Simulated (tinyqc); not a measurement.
Worked calculation: Born-Oppenheimer dynamics on the RHF/sto-6g surface (energies and gradients from PySCF), for BH2+, spin multiplicity 1. Computed by tinyqc, a small Python program that keeps every step (integrals from PySCF). Settings: charge = 1, multiplicity = 1, basis = sto-6g, time step (fs) = 1.0, steps = 16. Command: `OMP_NUM_THREADS=1 python tinyqc.py 20078 20079 out.jsonl` (the two numbers bound the seeds that draw the settings). One thread of a shared host (Intel(R) Xeon(R) Processor @ 2.60GHz), about 3 s of CPU time with the checks.

## Velocity Verlet step 1

positions (bohr):
```
            x          y         z
1B   0.037795  -0.015118  0.064251
2H  -0.126612   2.097596  1.120608
3H   0.049133  -2.076809  1.065806
```

velocities (bohr per atomic time unit):
```
               x             y             z
1B   0.000063139  -0.000021356   0.000072424
2H  -0.000811861   0.000432644  -0.000251576
3H   0.000122139  -0.000199356  -0.000539576
```

gradient (hartree/bohr):
```
              x            y            z
1B   0.00718883  -0.01908594  -0.08729097
2H  -0.00424515   0.01773175   0.04792396
3H  -0.00294368   0.00135419   0.03936701
```

masses (electron masses): 1B 20068.735323, 2H 1837.152588, 3H 1837.152588

gradient after step 1 (hartree/bohr):
```
              x            y            z
1B   0.00857038  -0.02114646  -0.08224213
2H  -0.00506823   0.01792981   0.04569247
3H  -0.00350215   0.00321665   0.03654966
```

dt = 1 fs = 41.3414 atomic units; x' = x + v dt - g dt^2 / (2m); after the new gradient g', v' = v - (g + g') dt / (2m).

positions after step 1 (bohr):
```
            x          y         z
1B   0.040099  -0.015188  0.070962
2H  -0.158200   2.107234  1.087915
3H   0.055552  -2.085681  1.025187
```

velocities after step 1 (bohr per atomic time unit):
```
               x             y             z
1B   0.000046907   0.000020083   0.000247043
2H  -0.000707072   0.000031399  -0.001304899
3H   0.000194664  -0.000250785  -0.001393751
```

## Velocity Verlet step 2

gradient after step 2 (hartree/bohr):
```
              x            y            z
1B   0.00886239  -0.01731797  -0.06997112
2H  -0.00490209   0.01005037   0.03846022
3H  -0.00396030   0.00726760   0.03151090
```

As before.

positions after step 2 (bohr):
```
            x          y         z
1B   0.041673  -0.013457  0.084677
2H  -0.185074   2.100192  1.012715
3H   0.065228  -2.097545  0.950566
```

velocities after step 2 (bohr per atomic time unit):
```
               x             y             z
1B   0.000028952   0.000059701   0.000403821
2H  -0.000594891  -0.000283420  -0.002251741
3H   0.000278628  -0.000368748  -0.002159533
```

## Energy conservation

The total energy should stay constant up to terms of order dt^2; the step counts as short enough if it moves by less than 2 % of the largest kinetic energy.

Trajectory:
```
time (fs)  1B-2H (angstrom)  potential (hartree)  kinetic (hartree)  total (hartree)
0.000000           1.252986         -25.38667541         0.00125039     -25.38542503
1.000000           1.249821         -25.39001808         0.00453974     -25.38547834
2.000000           1.227438         -25.39684217         0.01121693     -25.38562525
3.000000           1.193094         -25.40488699         0.01912937     -25.38575762
4.000000           1.159241         -25.41210539         0.02634350     -25.38576188
5.000000           1.140384         -25.41820433         0.03248669     -25.38571764
6.000000           1.146383         -25.42348850         0.03764195     -25.38584655
7.000000           1.176097         -25.42621840         0.04018675     -25.38603165
8.000000           1.218159         -25.42416482         0.03815750     -25.38600732
9.000000           1.257793         -25.41798863         0.03217233     -25.38581629
10.000000          1.282703         -25.41073966         0.02509981     -25.38563985
11.000000          1.285452         -25.40521275         0.01962452     -25.38558823
12.000000          1.263933         -25.40218044         0.01649398     -25.38568647
13.000000          1.221726         -25.40004054         0.01417073     -25.38586982
14.000000          1.168837         -25.39607349         0.01014894     -25.38592455
15.000000          1.121680         -25.38988796         0.00427772     -25.38561023
16.000000          1.098993         -25.38639799         0.00115205     -25.38524595
```

The total energy moves within 7.9e-04 hartree, under 2 % of the largest kinetic energy.
